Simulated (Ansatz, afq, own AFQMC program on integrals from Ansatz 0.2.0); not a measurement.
AFQMC on a folder of integrals that Ansatz 0.2.0 wrote.

```yaml
crystal:
  periodic: [false, false, false]
  atoms:
    - {symbol: Hf, position_ang: [0.000000, 0.000000, 0.000000]}
    - {symbol: H, position_ang: [0.000000, 0.000000, 1.864769]}
basis:
  gaussian: {orbitals: def2-TZVPP}
magnetization: {spin_polarized: true, initial_magnetization: 3}
correlation: {method: ccsd_t, electrons: outside_noble_gas, hamiltonian_folder: ham}
```

```sh
$ ansatz run in.yaml --threads 1 --pin off --events-out ev --progress --plain --max-ram 16896MiB --backend cuda --devices 0, --max-vram 18GiB
```

Options of the walk:

```
--method phaseless --trial cisd --walkers 2400 --populations 20 --least-time 60 --time-step 0.005 --steps-per-block 50 --equilibration-blocks 40 --max-blocks 4000 --target-error 0.00014 --factor-cut 1e-05 --start spin_pure --seed 668 --release-times 0.24,0.6,1.2,2,3,4.2 --release-step 0.04 --release-every 3 --taylor-order 6
```

Times are imaginary, in 1/Eh. The walk had a cap of 342 s. With eight or more populations the least sampling time is a fifth of least-time, and the error comes from their spread. Core potentials past Kr, no spin–orbit coupling.

```
orbitals 66  electrons 4 1  factors 433 of 433
reference energy -47.93810364 Eh
CCSD correlation -0.06492150 Eh in 18 cycles, weight of the determinant in the CISD state 0.9400
energy of the start -48.003018 Eh
 block  time / (1/Eh)  mean weight  energy / Eh
     1     0.250  1.0000  -48.002978
     2     0.500  1.0000  -48.003170
     3     0.750  0.9999  -48.003470
     4     1.000  0.9999  -48.003644
     5     1.250  1.0000  -48.003828
     8     2.000  0.9999  -48.004399
    11     2.750  1.0002  -48.004732
    17     4.250  1.0000  -48.004984
    23     5.750  1.0002  -48.004991
    29     7.250  1.0000  -48.004744
    35     8.750  0.9997  -48.004921
    41    10.250  0.9997  -48.005032
    47    11.750  1.0003  -48.004744
    53    13.250  1.0000  -48.004939
    59    14.750  1.0002  -48.005317
    65    16.250  1.0000  -48.004745
    69    17.250  0.9996  -48.007259
    71    17.750  1.0000  -48.004672
    77    19.250  0.9996  -48.004485
    83    20.750  0.9998  -48.004692
    89    22.250  1.0000  -48.004685
error from the spread of 20 populations
released: time / (1/Eh)  energy / Eh  error  mean overlap
  0.24  -48.004857  0.000165  0.9971
  0.60  -48.005011  0.000045  0.9953
  1.20  -48.005027  0.000044  0.9966
  2.00  -48.005232  0.000043  0.9983
  3.00  -48.005332  0.000047  0.9999
  4.20  -48.005281  0.000235  0.9954
energy -48.004939 +/- 0.000069 Eh
(rows thinned)
```

**Question.** Estimate how long the walk took on 1 × NVIDIA H100 80GB HBM3 with 2 threads of AMD EPYC 7R13 Processor (Zen 3), with other jobs on the host (the card was shared).

**Answer.** 84 s of wall time.

The run passed its tests (sampling time, drift between the halves within three errors, error under three times the target), which doesn't prove that it has relaxed.

Against this walk (error 1.9 meV) on the same determinant: CCSD(T) 5.2 meV higher, CCSDT(Q) 15.3 meV lower. The error is statistical and leaves out the bias of the constraint. The released energies are still falling (meV from the phaseless value at times in 1/Eh: -2.0 ± 1.2 at 0.60, -2.4 ± 1.2 at 1.20, -8.0 ± 1.2 at 2.00, -10.7 ± 1.3 at 3.00, -9 ± 6 at 4.20), so they give no level; they do show a bias of the constraint, and the last of them that isn't too noisy lies 5 meV above CCSDT(Q).

Cautions: constraint bias not in the error; no spin-orbit coupling; outer-core shells of the metal frozen; another spin lies lower (by 796 meV).

CCSDT and higher add their correlation energy to the determinant of the CCSD(T) run, since their own runs factorise the integrals more tightly (a shift of under 2 meV).
